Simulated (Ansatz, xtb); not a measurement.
**A geometry optimisation of C4H4NO with r2SCAN-D4/def2-SVP**

The starting geometry of this gas-phase doublet has its atoms placed at random.

```xyz
10

C     1.4777   -1.3910    1.1616
C     0.0280    1.1823    0.2094
C     0.2787   -1.3355   -0.6772
C    -1.0046   -0.6447   -1.5062
N     0.1644    0.0443    1.5817
O    -0.7948   -1.1024    0.6557
H     0.7144   -1.4401    1.9899
H     2.2035   -0.3978    0.9127
H     0.1793   -2.2935   -1.0761
H     0.5617   -0.1310    2.4946
```

**Question.** Guess where an optimisation with r2SCAN-D4/def2-SVP ends from this start.

**Answer.** It ends as a structure given below by its coordinates. Distances that change by over a tenth: C1–H8 (1.26 → 1.10 Å), C3–C4 (1.68 → 1.47 Å). Contacts that close: C1–C3 (2.20 → 1.50 Å), C1–N5 (1.99 → 1.50 Å), C2–C4 (2.71 → 1.49 Å), C2–N5 (1.79 → 1.32 Å), C3–O6 (1.73 → 1.45 Å), C4–O6 (2.22 → 1.39 Å).

The energy falls by 18.10 eV over 17 steps:

```json
{"step": "1", "E − E(last) (eV)": "18.101"}
{"step": "3", "E − E(last) (eV)": "10.176"}
{"step": "5", "E − E(last) (eV)": "4.718"}
{"step": "6", "E − E(last) (eV)": "2.605"}
{"step": "8", "E − E(last) (eV)": "0.615"}
{"step": "10", "E − E(last) (eV)": "0.097"}
{"step": "12", "E − E(last) (eV)": "0.008"}
{"step": "13", "E − E(last) (eV)": "0.001"}
{"step": "15", "E − E(last) (eV)": "0.000"}
{"step": "17", "E − E(last) (eV)": "0.000"}
```

Final geometry (Å):

| atom | x (Å) | y (Å) | z (Å) |
| --- | --- | --- | --- |
| C | 1.0195 | -1.1033 | 0.9873 |
| C | -0.4751 | 0.7727 | 0.5282 |
| C | 0.2620 | -1.4387 | -0.2683 |
| C | -0.6337 | -0.2942 | -0.4952 |
| N | 0.4659 | 0.2579 | 1.2914 |
| O | -1.1730 | -1.4882 | -0.0424 |
| H | 0.8123 | -1.7853 | 1.8297 |
| H | 2.1091 | -1.0625 | 0.8213 |
| H | 0.6528 | -2.0933 | -1.0525 |
| H | 0.7686 | 0.7256 | 2.1466 |

From the same start GFN2-xTB reaches the same bonding as this run.

From so rough a start the end depends on the optimiser's path, so another program may land elsewhere. The end wasn't checked by frequencies. Open shells are spin-unrestricted. Run with Ansatz 0.2.0, 5.9 min on 2 threads of Intel(R) Xeon(R) Processor @ 2.50GHz (Skylake/Cascade Lake), on a shared host.
